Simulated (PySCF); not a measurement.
**Aluminium: a sound run and one with changed settings**

Sound run: Al [Ne] 3s2 3p1, Al⁺ [Ne] 3s2. Computed with PySCF 2.14 in cc-pV(T+d)Z (5s4p3d1f, 39 functions), with the non-relativistic Hamiltonian (point nucleus). In the sound run the correlated levels freeze [Ne]. The sound run starts from symmetry-adapted Hartree-Fock orbitals and uses a fine grid where one is needed.

Changed run: a valence shell is frozen. This setting is unsound on purpose.

Ionisation energy of Al:

```json
{"method": "UHF", "sound run (eV)": "5.598", "changed run (eV)": "5.598"}
{"method": "MP2", "sound run (eV)": "5.818", "changed run (eV)": "5.598"}
{"method": "SCS-MP2", "sound run (eV)": "5.803", "changed run (eV)": "5.598"}
{"method": "CCSD", "sound run (eV)": "5.912", "changed run (eV)": "5.598"}
{"method": "CCSD(T)", "sound run (eV)": "5.943", "changed run (eV)": "5.598"}
{"method": "CCSDT", "sound run (eV)": "n/a", "changed run (eV)": "5.598"}
{"method": "FCI", "sound run (eV)": "n/a", "changed run (eV)": "5.598"}
```

Freezing a valence shell removes pair correlation that changes on ionisation.

For comparison, NIST gives 5.986 eV between the lowest levels.
